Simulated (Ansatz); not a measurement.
This geometry of C$_{3}$H$_{6}$FNO (12 atoms, charge 0, multiplicity 1) is a first-order saddle point.

Theory: RKS B3LYP-D4/def2-SVP in Ansatz.

```xyz
12
Properties=species:S:1:pos:R:3
C 0.092 -1.559 1.073
C 0.351 -0.436 0.091
O -0.705 0.517 0.220
C -0.662 1.557 -0.628
N 0.129 1.817 -1.513
F -1.734 2.319 -0.314
H 0.894 -2.311 1.005
H -0.867 -2.054 0.857
H 0.059 -1.178 2.105
H 1.315 0.065 0.288
H 0.384 -0.800 -0.950
H 0.820 2.007 -2.200
```

(1) Which two structures does it join? (They come from a converged band through this point; their orientation in space is the band's.)

(2) How far does it lie above each of them?

Results:

(1) No bond is made or broken. The dihedral F6–C4–N5–H12 changes from 0 to -180° by way of a nearly straight angle C4–N5–H12 (up to 176°), not by a turn about the bond.

Initial state:

```xyz
12
Properties=species:S:1:pos:R:3
C -0.020 -1.618 1.051
C 0.348 -0.544 0.052
O -0.612 0.519 0.175
C -0.443 1.561 -0.618
N 0.473 1.712 -1.466
F -1.417 2.444 -0.370
H 0.698 -2.450 0.985
H -1.028 -2.013 0.853
H 0.000 -1.224 2.079
H 1.354 -0.132 0.232
H 0.333 -0.914 -0.986
H 0.389 2.603 -1.954
```

Final state:

```xyz
12
Properties=species:S:1:pos:R:3
C 0.031 -1.546 0.968
C 0.321 -0.415 0.006
O -0.674 0.594 0.195
C -0.603 1.688 -0.569
N 0.195 2.039 -1.473
F -1.608 2.479 -0.224
H 0.783 -2.342 0.851
H -0.964 -1.975 0.777
H 0.060 -1.189 2.009
H 1.319 0.022 0.189
H 0.291 -0.763 -1.042
H 0.925 1.353 -1.652
```

(2) 82.0 kJ/mol above the first and 64.9 kJ/mol above the second. This is the barrier of this one path; another mechanism may lie lower.

Time of the run: 5.1 min on 2 threads of Arm Neoverse V1 (shared host), peak memory 0.26 GiB.
